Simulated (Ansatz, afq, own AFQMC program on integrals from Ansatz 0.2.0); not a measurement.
Where AFQMC and coupled cluster stand for PtN2, triplet

```yaml
atoms:
  - { symbol: Pt, position_ang: [0.0000, 0.0180, 1.7500] }
  - { symbol: N, position_ang: [0.0000, -0.1211, -0.3381] }
  - { symbol: N, position_ang: [0.0000, 0.1031, -1.4119] }
```

Connectivity, by distances: Pt–N–N.

Basis def2-SVP with its core potentials. Noble-gas cores (and the filled d shells of Ga–Kr and In–Xe) are frozen. AFQMC by an in-house program on the Cholesky factors that Ansatz 0.2.0 writes for its CCSD(T) run. ph-AFQMC/CISD is guided by a CISD state made of CCSD amplitudes; releasing the constraint for a short imaginary time cuts its bias at the price of noise, slowly where states lie close. Error bars are statistical, one sigma. No spin–orbit coupling. The metal's outer-core s and p shells are frozen, which shifts wave-function levels against functionals.

Determinant: UHF, the one that the program's search chose, which needn't be the lowest solution. The geometry is a PBE0/def2-TZVP stationary point of this or a neighbouring charge and spin state.

No full CI on the walks' own integrals is used here; CCSDT(Q) serves as the reference and is uncertain by about the last step of the cluster series.

Cautions: no spin-orbit coupling; outer-core shells of the metal frozen; another spin lies lower (by 850 meV); the released energies get too noisy after the second time (errors over twice the walk's own, or jumping), so no released level is given (meV from the phaseless value at times in 1/Eh: -3 ± 6 at 0.24, -10 ± 7 at 0.60, -42 ± 20 at 1.20, -44 ± 13 at 1.80, -27 ± 27 at 2.60).

* T1 diagnostic: 0.0198
* weight of the determinant in the CISD state: 0.829
* ⟨S²⟩ of the determinant: 2.020
* size of the correlated space: 20 electrons in 54 orbitals

Reference: CCSDT(Q), correlation energy -14.822 eV.

| level | E − E(reference) (meV) | share of correlation (%) |
| --- | --- | --- |
| HF | 14822.4 | 0.00 |
| MP2 | 432.8 | 97.08 |
| CCSD | 579.7 | 96.09 |
| CCSD(T) | 64.1 | 99.57 |
| CCSDT | 61.6 | 99.58 |
| ph-AFQMC/CISD | 29.7 ± 6.1 | 99.80 |

A walk keeps the symmetry of its determinant, which the program's search chose and which needn't be the lowest solution, so a lower state of the same spin and another symmetry isn't excluded.
